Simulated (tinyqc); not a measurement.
Inside a calculation. Method: extended Hueckel theory, for HCl. Computed by tinyqc, a small Python program that keeps every step (integrals from PySCF). Settings: charge = 0, K = 2.0, multiplicity = 1. Command: `OMP_NUM_THREADS=1 python tinyqc.py 28252 28253 out.jsonl` (the two numbers bound the seeds that draw the settings). One thread of a shared host (Intel(R) Xeon(R) Processor @ 2.60GHz), about 0.01 s of CPU time with the checks.

## Overlaps

Geometry (angstrom):
```
atom,x,y,z
Cl,0.0000,0.0000,0.0000
H,0.0000,0.0000,1.3760
```

Parameters chosen for this run:
```
element,shell,Slater exponent,H_ii (eV)
Cl,3s,2.1830,-26.3000
Cl,3p,1.7330,-14.2000
H,1s,1.3000,-13.6000
```

Slater orbitals, each expanded in six Gaussians scaled to its exponent.

overlap S:
```
,1Cl 3s,1Cl 3px,1Cl 3py,1Cl 3pz,2H 1s
1Cl 3s,1.0000,0.0000,0.0000,0.0000,0.3452
1Cl 3px,0.0000,1.0000,0.0000,0.0000,0.0000
1Cl 3py,0.0000,0.0000,1.0000,0.0000,0.0000
1Cl 3pz,0.0000,0.0000,0.0000,1.0000,0.4887
2H 1s,0.3452,0.0000,0.0000,0.4887,1.0000
```

## Wolfsberg-Helmholz matrix

diagonal H_ii (eV): 1Cl 3s -26.3000, 1Cl 3px -14.2000, 1Cl 3py -14.2000, 1Cl 3pz -14.2000, 2H 1s -13.6000

K = 2.0000

H_ij = K' S_ij (H_ii + H_jj)/2 for i != j (the diagonal keeps H_ii), with K' = 2.

H (eV):
```
,1Cl 3s,1Cl 3px,1Cl 3py,1Cl 3pz,2H 1s
1Cl 3s,-26.3000,0.0000,0.0000,0.0000,-13.7748
1Cl 3px,0.0000,-14.2000,0.0000,0.0000,0.0000
1Cl 3py,0.0000,0.0000,-14.2000,0.0000,0.0000
1Cl 3pz,0.0000,0.0000,0.0000,-14.2000,-13.5866
2H 1s,-13.7748,0.0000,0.0000,-13.5866,-13.6000
```

## Orbitals

valence electrons = 8

Solve H C = S C e through S^(-1/2); fill by pairs from the bottom, a degenerate level sharing its electrons equally; each orbital has its largest coefficient positive (the first on a tie).

orbital energies (eV): -27.5908  -16.9741  -14.2000  -14.2000  8.2163

occupations: 2.0000  2.0000  2.0000  2.0000  0.0000

coefficients:
```
,MO1,MO2,MO3,MO4,MO5
1Cl 3s,0.8762,-0.3294,0.0000,0.0000,-0.5563
1Cl 3px,0.0000,0.0000,0.1751,0.9845,0.0000
1Cl 3py,0.0000,0.0000,0.9845,-0.1751,0.0000
1Cl 3pz,0.0020,0.7404,0.0000,0.0000,-0.9077
2H 1s,0.2661,0.3882,0.0000,0.0000,1.1559
```

sum of one-electron energies = -145.9298 eV

Within a degenerate level the vectors are fixed only up to a rotation; this is one choice.

## Mulliken analysis

P = C n C^T; charge = valence electrons (Cl 7, H 1) minus the sum of (P S)_ii on the atom; overlap population = 2 sum P_ij S_ij between two atoms.

charges: 1Cl -0.2028, 2H 0.2028

Overlap populations:
```
pair,value
2-1,0.708298
```
